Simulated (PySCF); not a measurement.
**S₂S₂, singlet: data card**

Method: PySCF, PBE0, basis S def2-TZVP (no relativity, density fitting).

The structure is a minimum.

* Point group: C2v
* Bond lengths: S–S 1.897 Å (×2), S–S 2.074 Å
* Bond angles: S–S–S 106.9° (×2)
* Dipole moment: 1.44 D
* Enthalpy at 298.15 K above 0 K: 15.46 kJ/mol
* Zero-point energy: 15.0 kJ/mol
* Rotational symmetry number: 2
* Principal polarisabilities: 38.4, 78.8, 121.3 bohr³
* Highest occupied level: -6.83 eV
* Heat capacity Cp at 298.15 K: 68.5 J/(mol K)
* Rotational constants: 0.16, 0.07337, 0.0503 cm⁻¹
* Lowest empty level: -4.16 eV
* Principal quadrupole moments (Buckingham, traceless) about the centre of mass: -3.44, -0.33, 3.76 D Å
* Atomisation energy without zero-point energy: 965 kJ/mol
* Entropy at 298.15 K and 1 bar: 310.8 J/(mol K)

Harmonic modes (masses in u: S 31.972):
| symmetry | ω (cm⁻¹) | IR (km/mol) |
| --- | --- | --- |
| a1 | 117 | 0.3 |
| a2 | 223 | 0.0 |
| b2 | 347 | 0.2 |
| a1 | 419 | 5.0 |
| b2 | 681 | 123 |
| a1 | 712 | 7.7 |

In C2v the vibrations span 3a1 + a2 + 2b2. Here b1 is antisymmetric to the molecular plane and b2 lies in it. The a2 mode carries no infrared intensity, as symmetry demands.

Charges (e):
```json
{"atom": "S1", "Mulliken": "0.14", "Löwdin": "0.09", "polar tensor": "0.20", "Mayer order to S1": "–"}
{"atom": "S2", "Mulliken": "0.14", "Löwdin": "0.09", "polar tensor": "0.20", "Mayer order to S1": "1.13"}
{"atom": "S3", "Mulliken": "-0.14", "Löwdin": "-0.09", "polar tensor": "-0.20", "Mayer order to S1": "1.64"}
{"atom": "S4", "Mulliken": "-0.14", "Löwdin": "-0.09", "polar tensor": "-0.20", "Mayer order to S1": "0.33"}
```
Other Mayer orders above 0.3: S–S 0.32 (×2), S–S 1.64.

Mulliken populations on S1: s 5.83, p 9.74, d 0.27, f 0.02.

Outer orbital energies (eV). occupied: -12.79, -11.87, -11.49, -10.42, -9.52, -7.67, -7.59, -6.83; empty: -4.16, -1.26, -1.16, 1.03.

Other isomers or separated fragments may lie lower.

The final relaxation and frequency run took 34 s on 4 threads of a shared AMD EPYC 7B13 (Zen 3) host, with 148 basis functions and 12 gradients; the process peaked at 1.5 GiB.
